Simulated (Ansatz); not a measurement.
```yaml
crystal:
  periodic: [false, false, false]
  atoms:
    - {symbol: C, position_ang: [-1.783122, 0.892599, 0.048815]}
    - {symbol: C, position_ang: [-0.598050, 0.119314, -0.271989]}
    - {symbol: O, position_ang: [-0.187458, -0.343416, -1.603047]}
    - {symbol: C, position_ang: [1.653449, -0.857155, 0.637823]}
    - {symbol: N, position_ang: [1.653449, -0.907155, 0.337823]}
    - {symbol: H, position_ang: [-2.420130, 0.444265, -0.407182]}
    - {symbol: H, position_ang: [-1.539146, 1.419071, 0.625355]}
    - {symbol: H, position_ang: [-1.842222, 1.627070, -1.016049]}
    - {symbol: H, position_ang: [0.620278, -0.628663, -1.576559]}
    - {symbol: H, position_ang: [0.078081, 0.189531, 1.605051]}
    - {symbol: H, position_ang: [1.880318, -2.001299, 1.039657]}
    - {symbol: H, position_ang: [2.643134, -0.343178, 0.064981]}
basis:
  gaussian: {orbitals: x2c-TZVPPall, point_charges: [{charge: 2.00, position_ang: [7.036, 0.264, -0.622]}]}
hamiltonian: {xc: {name: HF}}
correlation: {method: mp2}
```

```sh
$ ansatz run in.yaml --threads 4 --pin off --events-out ev --progress --plain --max-ram 10444MiB
```

It prints (some lines left out):

```
Functional definition: HF
1485 factors; integrals over basis functions are off by at most 1.1e-3 eV
mean field evaluation 1: about -6230.9217 eV, gradient 8.5e1 eV
mean field evaluation 2: about -6231.5267 eV, gradient 8.5e1 eV
mean field evaluation 4: about -6243.2846 eV, gradient 2.7e1 eV
mean field evaluation 8: about -6245.8174 eV, gradient 1.4e0 eV
mean field evaluation 16: about -6245.8789 eV, gradient 5.2e-3 eV
mean field -6245.87887054 eV, -229.5318148834 hartree, gradient 2.0e-6 eV, S^2 0.000000; 5 other end points of the search recorded, 0 dependent functions left out; unrestricted orbitals would lower it
unrestricted determinant -6249.14799885 eV, -229.6519531332 hartree, S^2 1.3495
5 core orbitals not correlated: weight in the atoms' cores, before any rotation towards them, 0.995 or more for the frozen orbitals, at most 0.003 for the correlated occupied ones
reference -6245.87887054 eV, -229.5318148834 hartree; 15, 15 occupied and 233, 233 virtual orbitals, 1485 factors
second order -24.60814931 eV of doubles, -0.00000000 eV of singles
Total energy: -6270.48701984 eV, -230.4361476905 hartree
Relativity: scalar
```

In this input one atom was put on top of another. The run converged. The result belongs to that input, not to the molecule as meant.
